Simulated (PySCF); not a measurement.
# Gas-phase XPS of `C=CN=C`, computed

Species: C₃H₅N.
SMILES with atom numbers: `[CH2:1]=[CH:2][N:3]=[CH2:4]`

Method: delta-SCF UKS SCAN, pcX-2 on the ionised atom, pcseg-1 elsewhere, spin-free X2C (PySCF). Each binding energy is the total energy of the core-ionised species, with the hole localised on one atom, minus that of the ground state; both are solved self-consistently, so orbital relaxation is included.

Q: Give the core binding energies atom by atom.

A: 
```
atom(s)                 bonded to  level  binding energy (eV)  above the level's lowest (eV)  count
     C1   C (double bond) and 2 H   C 1s               290.23                           0.00      1
     C2  N, C (double bond) and H   C 1s               291.44                          +1.21      1
     C4   N (double bond) and 2 H   C 1s               291.45                          +1.22      1
     N3     C (double bond) and C   N 1s               405.23                           0.00      1
```

Lowest listed C 1s: C1, bonded to C (double bond) and 2 H. Highest, 1.22 eV above it: C4, bonded to N (double bond) and 2 H. Summing the Pauling electronegativity differences to the bonded atoms, each weighted by its formal bond order, gives -0.70 for the lowest site and +0.28 for the highest; no listed site has a larger sum than the highest. The values 291.44 and 291.45 eV lie too close for their order to be trusted.

Q: Which effective nuclear charge Zeff reproduces each element's mean 1s value in the hydrogen-like formula E = 13.606 eV × Zeff²?

A: C (Z = 6): mean 291.0 eV, Zeff = 4.63, Z − Zeff = 1.37; N (Z = 7): mean 405.2 eV, Zeff = 5.46, Z − Zeff = 1.54. Means run over the listed sites, weighted by atom count.

Q: Which photon energy gives electrons from C 1s of C4 a kinetic energy of 150 eV, and what is their de Broglie wavelength?

A: hν = 291.45 + 150 = 441.45 eV, recoil neglected; λ = 12.264 Å/√(E/eV) = 1.00 Å.

Spin contamination (⟨S²⟩ against 0.75 for a pure doublet) is marked for N 1s of N3 (0.87), which makes this value less certain. Isolated species at its PBE0-D3(BJ)/def2-SVP geometry (one conformer only).

Conformer computed: `[CH2:1]=[CH:2][N:3]=[CH2:4]`: C1–C2–N3–C4 180°.
